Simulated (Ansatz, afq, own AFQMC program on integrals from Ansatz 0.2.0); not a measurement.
# AFQMC, coupled cluster and functionals along a coordinate of AlGeH, triplet

```xyz
3

Ge    0.0000   -0.0088    0.6666
Al    0.0000   -0.0265   -1.7820
H     0.0000    1.3471   -0.3412
```

The Ge1–Al2 distance is changed with both sides rigid. Energies in kcal/mol count from this geometry (2.449 Å) at the same level; the start stands on UHF, each point on the determinant named.

Basis cc-pVDZ. Noble-gas cores (and the filled d shells of Ga–Kr and In–Xe) are frozen. Ansatz 0.2.0 and our own AFQMC program on the same integrals; the CISD trial comes from CCSD amplitudes, and released means the phaseless constraint is let go. Error bars are statistical, one sigma. No spin–orbit coupling.

Cautions, each for one point or more: higher spins were not checked; inner d shell frozen; lower spins were not checked; no relativity below Rb; no spin-orbit coupling; raised T1 diagnostic; released walk and highest rung disagree; unrestricted determinant slightly spin contaminated.

```tsv
r(Ge1–Al2) / Å	det.	T1	weight	⟨S²⟩	CCSD(T)	ph-AFQMC/CISD	CCSDT(Q)	CCSD	B2PLYP
1.955	UHF	0.030	0.87	2.04	50.9	51.4 ± 0.3	51.1	51.0	46.5
2.985	UHF	0.041	0.85	2.06	9.9	10.9 ± 0.3	9.7	9.6	10.4
5.418	UHF	0.017	0.87	2.03	45.9	47.1 ± 0.3	46.5	43.5	48.6
```

Weight is that of the determinant in the CISD state; at the start T1 is 0.037 and the weight 0.85, and ⟨S²⟩ is 2.07. Largest departures from CCSDT(Q), at the points where its series has closed: CCSD(T) -0.6 kcal/mol at 5.418 (on UHF), ph-AFQMC/CISD 0.6 kcal/mol at 5.418 (on UHF), CCSD -2.9 kcal/mol at 5.418 (on UHF), B2PLYP -4.5 kcal/mol at 1.955. Functionals count only at points shown to share the start's state and spin. In this small basis the wave-function levels are far from their limit, so their gap to the functionals isn't the functionals' error.

Some points may be missing: those where a free walk finds a much lower state, and past Zn most of those on another determinant than at the start.

A walk keeps the symmetry of its determinant, which the program's search chose and which needn't be the lowest solution, so a lower state of the same spin and another symmetry isn't excluded.
